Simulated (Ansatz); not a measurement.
# Worked example: H2Se⁺, doublet against H$_{2}$Se, singlet

Geometry (PBE0/def2-TZVP stationary point of a singlet), kept for both states (H2Se, singlet: A1; H2Se⁺, doublet: B1):

```
atom   x (Å)    y (Å)    z (Å)
  Se  0.0000  -0.0256   0.0000
   H  0.0000   1.0009  -1.0478
   H  0.0000   1.0009   1.0478
```

Basis cc-pVTZ; Ansatz 0.2.0. Correlated methods freeze the noble-gas cores and the filled d shells of p-block atoms. Prefix R: restricted or restricted open-shell reference; prefix U: unrestricted. No spin–orbit coupling is included, and no scalar relativity.

Full CI isn't at hand for all of this; UCCSDT(Q) serves as the reference, and is uncertain by about the last step of the cluster series.

```csv
level,"E(H2Se, singlet) (hartree)","E(H2Se⁺, doublet) (hartree)"
UHF,-2401.048508,-2400.727365
UMP2,-2401.216856,-2400.860157
UCCSD(T),-2401.246417,-2400.889339
PBE,-2402.427317,-2402.067889
r2SCAN,-2402.779431,-2402.419702
UCCSDT(Q),-2401.247316,-2400.890195
```

Question: Give the vertical gap, H2Se⁺ doublet less H2Se singlet, at each level in eV (1 hartree = 27.2114 eV), and each error against UCCSDT(Q).

Answer: UCCSDT(Q): (-2400.890195 − (-2401.247316)) × 27.2114 = 9.718 eV (the reference)
r2SCAN: (-2402.419702 − (-2402.779431)) × 27.2114 = 9.789 eV, error 0.071 eV
PBE: (-2402.067889 − (-2402.427317)) × 27.2114 = 9.781 eV, error 0.063 eV
UCCSD(T): (-2400.889339 − (-2401.246417)) × 27.2114 = 9.717 eV, error -0.001 eV
UMP2: (-2400.860157 − (-2401.216856)) × 27.2114 = 9.706 eV, error -0.012 eV
UHF: (-2400.727365 − (-2401.048508)) × 27.2114 = 8.739 eV, error -0.979 eV

Total energies of functionals can't be set beside those of wave-function methods, since they hold the core's correlation and their own absolute errors; only the differences compare.

The reference still carries a basis error, for a change of charge of the order of 0.1 eV, so smaller errors of functionals can't be ranked.

Each level lands on the state that its own search finds. T1 diagnostics of restricted CCSD: 0.009 and 0.017.
